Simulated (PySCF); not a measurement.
# Working out the electron affinity of P

P⁻ [Ne] 3s2 3p4 (3P) → P [Ne] 3s2 3p3 (4S). Calculation: PySCF 2.14, in dyall-av3z (19s12p3d2f, 84 functions); the spin-free X2C one-electron Hamiltonian (Gaussian nucleus). Frozen: [Ne]; the 26 highest virtual orbitals dropped. Energies in hartree (1 hartree = 27.21139 eV):

```
            part   P⁻ (lower)    P (upper)
             UHF  -341.524547  -341.536904
CCSD correlation    -0.134193    -0.102097
             (T)    -0.006528    -0.003987
```

**Question.** What does Hartree-Fock give?

**Answer.** (-341.536904) − (-341.524547) = -0.012357 hartree = -0.336 eV.

**Question.** What do CCSD and CCSD(T) give?

**Answer.** The CCSD correlation energies differ by 0.032096 hartree = 0.873 eV and the triples by 0.002541 hartree = 0.069 eV, so CCSD gives 0.537 eV and CCSD(T) 0.606 eV.

A first-order spin-orbit estimate adds 0.012 eV to CCSD(T) (valence), giving 0.618 eV against 0.747 eV (measured; photodetachment measurements, as compiled on the Wikipedia data page of electron affinities).

What remains against the reference includes basis incompleteness, the frozen core and higher excitations.
